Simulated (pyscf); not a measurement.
`[OH][SiH]([F])[F]` + `[F][Cl]` → `[OH][Si]([F])([F])[F]` + `[ClH]` (four-centre exchange; singlet surface; H–Si, Cl–F broken, F–Si, Cl–H formed). Single points on ωB97X-D3(BJ)/def2-SVP structures (PySCF, gas phase). Energies in kJ/mol from the separated reactants.

| level | barrier | reaction energy |
|---|---|---|
| ωB97X-D3(BJ)/def2-TZVP | 201.6 | -433.7 |
| PBE/def2-TZVP | 135.6 | -411.5 |
| B3LYP-D3(BJ)/def2-TZVP | 173.4 | -426.9 |
| PBE0-D3(BJ)/def2-TZVP | (withheld) | (withheld) |
| ωB97M-D3(BJ)/def2-TZVP | (withheld) | -436.5 |
| HF/def2-TZVP | 322.8 | -469.8 |

Q: Fill in the missing entries.

A: 
- PBE0-D3(BJ)/def2-TZVP, barrier: 176.7
- PBE0-D3(BJ)/def2-TZVP, reaction energy: -434.7
- ωB97M-D3(BJ)/def2-TZVP, barrier: 194.3

The functionals in the table span 66.0 kJ/mol in this barrier, from PBE to ωB97X-D3(BJ)/def2-TZVP. One saddle was located; it need not be the lowest between these sides. One closed-shell reference is unstable to symmetry breaking; treat the single-reference values with care.
